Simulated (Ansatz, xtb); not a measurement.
**C2H4OS: 4 structures ranked**

4 gas-phase structures of C2H4OS, from a drawn sample of its isomers (lower ones may exist). Each was relaxed with GFN2-xTB; where two conformers were screened, the lower at r2SCAN-D4/def2-SVP is listed:

A. `O/C=C/S`, a singlet
B. `OCC=S`, a singlet
C. `O=CCS`, a singlet
D. `O/C=C\S`, a singlet

Problem. Which do you expect lowest at r2SCAN-D4/def2-SVP, and how would the others follow?

Solution. Calculated order at r2SCAN-D4/def2-SVP: C (0.0), D (7.8), B (9.0), A (10.6) kcal/mol.

Energies above the lowest of each column, in kcal/mol; the last columns are at PBE0-D3(BJ)/def2-SVP geometries:

```tsv
structure	GFN2-xTB	HF/STO-3G	r2SCAN-D4/def2-SVP	PBE0-D3(BJ)/def2-SVP	CCSD(T)/def2-TZVP
C	0.0	0.0	0.0	0.0	0.0
D	0.8	12.7	7.8	3.2	4.9
B	6.6	19.4	9.0	9.4	8.8
A	1.3	12.9	10.6	8.2	8.5
```

Every level run on C puts it lowest or level with the lowest. CCSD(T)/def2-TZVP orders those it was run on as C (0.0), D (4.9), A (8.5), B (8.8) kcal/mol. Less than 1 kcal/mol parts A and B, so the order within that pair means little. Flexible structures stand in one conformer each, not always the lowest.

Over these structures GFN2-xTB departs from r2SCAN-D4/def2-SVP by 3.5 kcal/mol on average once a common shift is removed. A GFN2-xTB relaxation took about 0.05 s and the r2SCAN-D4/def2-SVP energy about 1.5 s on a shared host (Ansatz 0.2.0, xtb 6.7.1).
